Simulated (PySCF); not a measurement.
Species: protonated nitrous oxide, HN2O (charge +1).
SMILES: `N=[N+]=O`

Computed, not measured: TDDFT wB97X-D/def2-SVPD, vertical, gas phase, core orbitals frozen in the response (PySCF 2.14.0, density-fitted response routines). Geometry: GFN2-xTB; no solvent, vibrations or thermal averaging.

Computed singlets:

```csv
state,E (eV),f
S1,6.76,0.0000
S2,7.21,0.0000
S3,7.21,0.0000
S4,11.01,0.0001
S5,11.01,0.0001
S6,12.24,1.158
S7,12.26,0.0058
S8,12.27,0.054
```

Problem. How much of the mean static polarisability do these states give, one by one?

Solution. Each state adds f / ΔE² (ΔE in hartree, 27.2114 eV).

```tsv
state	f/ΔE² (au)	running sum (au)	running share of α (%)
S1	0.00	0.00	0.0
S2	0.00	0.00	0.0
S3	0.00	0.00	0.0
S4	0.00	0.00	0.0
S5	0.00	0.00	0.0
S6	5.73	5.73	34.5
S7	0.03	5.76	34.7
S8	0.27	6.02	36.3
```

The full response gives 16.60 au (2.46 Å³), so 10.6 au comes from the higher roots of the same equations.

Problem. By how much does the contribution of these states grow at 632.8 nm?

Solution. With ω = 0.0720 hartree each state's term in the mean polarisability goes from f / ΔE² to f / (ΔE² − ω²); the sum over all 8 states goes from 6.02 to 6.18 au, a rise of 0.16 au.

The largest single term belongs to S6, which also has the largest f.

A one-level model with all 16 active electrons at a single energy would need ΔE = √(N/α) = 26.7 eV to give this α, against S1 at 6.76 eV.
